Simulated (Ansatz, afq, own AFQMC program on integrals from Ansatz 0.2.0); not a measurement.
**B$_{2}$H$_{2}$, triplet → B2H2⁺, quartet**

```xyz
4

B     0.0000    0.0000    0.6756
B     0.0000    0.0000   -0.9095
H     0.0000    1.0479    1.2540
H     0.0000   -1.0479    1.2540
```

Connectivity, by distances: BH2–B.

E(quartet, charge +1) − E(triplet, charge +0) at this geometry, on UHF and ROHF determinants.

Basis cc-pVTZ. Only valence electrons are correlated. Ansatz 0.2.0 and our own AFQMC program on the same integrals; the CISD trial comes from CCSD amplitudes, and released means the phaseless constraint is let go. Free AFQMC starts from the CCSD state and is never constrained. Its projection time is finite, and what remains of the start isn't in its error. Uncertainties: one standard error, sampling alone. The errors of all members are added in quadrature.

No full CI on the walks' own integrals is used here; CCSDT(Q) serves as the reference and is uncertain by about the last step of the cluster series. Each member takes its own surest rung, up to full CI.

Errors are counted within cc-pVTZ, not against nature.

Cautions: B₂H₂ (triplet): lower spins were not checked, the ph-AFQMC/HF walk drifts between its halves (2.4 errors); B₂H₂⁺ (quartet): another spin lies lower, the search met a lower determinant of the same kind, perhaps of another symmetry (257 meV lower), and this one is a saddle point, released walk and highest rung disagree (by 14 meV at 2.40 1/Eh), its ph-AFQMC/CISD value lies 45 ± 4 meV above CCSDT(Q); this isn't the first ionization.

| level | vertical ionization energy (eV) |
| --- | --- |
| CCSD | 12.807 |
| MP2 | 12.733 |

(1) From these cheaper values, estimate the vertical ionization energy at the reference level in cc-pVTZ.

(1) 12.828 eV (CCSDT(Q) in cc-pVTZ).

```json
{"level": "HF", "vertical ionization energy (eV)": "12.241", "error against CCSDT(Q) (eV)": "-0.587"}
{"level": "CCSD(T)", "vertical ionization energy (eV)": "12.825", "error against CCSDT(Q) (eV)": "-0.003"}
{"level": "CCSDT", "vertical ionization energy (eV)": "12.827", "error against CCSDT(Q) (eV)": "-0.001"}
{"level": "ph-AFQMC/HF", "vertical ionization energy (eV)": "13.014 ± 0.030", "error against CCSDT(Q) (eV)": "0.186 ± 0.030"}
{"level": "ph-AFQMC/CISD", "vertical ionization energy (eV)": "12.861 ± 0.006", "error against CCSDT(Q) (eV)": "0.033 ± 0.006"}
{"level": "released AFQMC", "vertical ionization energy (eV)": "12.842 ± 0.006", "error against CCSDT(Q) (eV)": "0.014 ± 0.006"}
{"level": "free AFQMC", "vertical ionization energy (eV)": "12.828 ± 0.011", "error against CCSDT(Q) (eV)": "0.001 ± 0.011"}
```

Correlation beyond CCSD(T) adds 0.003 eV. The perturbative (T) step is worth +0.018 eV.

Free projections are given only where their last times agree within the noise and don't stop above the reference; a slow remainder of the start can still hide under it. A walk keeps the symmetry of its determinant, which the program's search chose and which needn't be the lowest solution, so a lower state of the same spin and another symmetry isn't excluded. Released energies are given only where the last usable release times agree within the noise; a slower fall can still hide under it.
